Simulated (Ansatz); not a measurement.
## Interaction energy ladder

The pair of H$_{2}$S (SMILES S, atoms 1–3) and C$_{2}$H$_{4}$ (SMILES C=C, atoms 4–9), both closed shells, in one local arrangement (a lower one may exist), relaxed at PBE0-D4/def2-TZVP:

S1  (-0.555, 0.313, -2.706)
H2  (-0.346, 0.178, -1.384)
H3  (0.708, -0.030, -2.998)
C4  (0.205, 0.561, 1.218)
C5  (-0.141, -0.715, 1.144)
H6  (-0.533, 1.344, 1.362)
H7  (1.239, 0.877, 1.140)
H8  (0.597, -1.497, 1.002)
H9  (-1.175, -1.031, 1.223)
(Å)

Computed with Ansatz 0.2.0 (basis: def2-TZVPPD, with def2-QZVPPD for the basis limit); correlated methods freeze the cores. B3LYP uses VWN-RPA correlation. Extrapolation: Hartree–Fock as exp(−7.88 √X), correlation as X^−2.97. Interaction energies count from these two fragments, frozen as in the pair, with the counterpoise correction; negative means bound.

(1) What is the interaction energy by CCSD(T) at an estimated basis limit (MP2 extrapolated from triple and quadruple zeta, plus CCSD(T) − MP2 in triple zeta)? (An estimate is asked for; the value comes from the calculation.)

T1 diagnostic: at most 0.011.

Results:

(1) By the calculation: -1.48 kcal/mol. Hartree–Fock alone gives 0.51 kcal/mol at the basis limit, so without correlation the pair would not bind at this distance. It counts from the two fragments frozen as in the pair.

The same quantity by other methods in triple zeta, and each one's difference from that estimate:
```
   method  E_int (kcal/mol)  difference
   PBE-D4             -2.04       -0.56
revPBE-D4             -1.72       -0.25
  BLYP-D4             -1.53       -0.06
r2SCAN-D4             -1.69       -0.21
   B97M-V             -1.55       -0.08
  PBE0-D4             -1.89       -0.41
 B3LYP-D4             -1.61       -0.13
 HSE06-D4             -1.90       -0.42
  wB97X-V             -1.44        0.03
  wB97M-V             -1.40        0.07
   B2PLYP             -0.79        0.68
       HF              0.49        1.97
      MP2             -1.60       -0.12
     CCSD             -0.93        0.54
  CCSD(T)             -1.23        0.24
```
Differences are method less estimate.

Basis-set superposition shift (counterpoise-corrected less uncorrected): CCSD(T) 0.46; MP2 0.47; HF 0.07; PBE0-D4 0.08; wB97M-V 0.09 kcal/mol.

For scale, one of the runs: CCSD(T)/def2-TZVPPD, 227 basis functions, launched by `ansatz run in.yaml --threads 4 --pin off --events-out ev --progress --plain --max-ram 9574MiB`. Hardware: 4 CPU threads of an Intel Xeon Platinum 8488C, shared host. Wall time 26 s; peak host memory 3.7 GiB.
